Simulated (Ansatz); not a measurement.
A run of Ansatz (development build ahead of 0.2.0) on doublet NO₂ at this shape:

```xyz
3

N    -0.0802    0.0630   -0.2180
O    -0.0850    1.1057    0.1469
O     0.1009   -1.0537    0.1210
```

Its results:

```yaml
Converged: yes
Reference_energy: -203.89220 hartree
Correlation_energy: -0.36859 hartree
Total_energy: -204.26079 hartree
Spin_squared_of_the_determinant: 0.765
```

Question: Which input gives this output? Name the method, the orbitals and the basis set, and write the input.

Answer: UHF-MP2 in 6-31G.

```yaml
crystal:
  periodic: [false, false, false]
  atoms:
    - { symbol: "N", position_ang: [-0.08022, 0.06305, -0.21801] }
    - { symbol: O, position_ang: [-0.08503, 1.10571, 0.14685] }
    - { symbol: O, position_ang: [0.10093, -1.0537, 0.121] }
basis:
  gaussian: { orbitals: "6-31G" }
magnetization:
  spin_polarized: true
  initial_magnetization: 1
hamiltonian:
  xc: hf
correlation:
  method: mp2
  frozen_orbitals: { "N": 1, O: 1 }
```
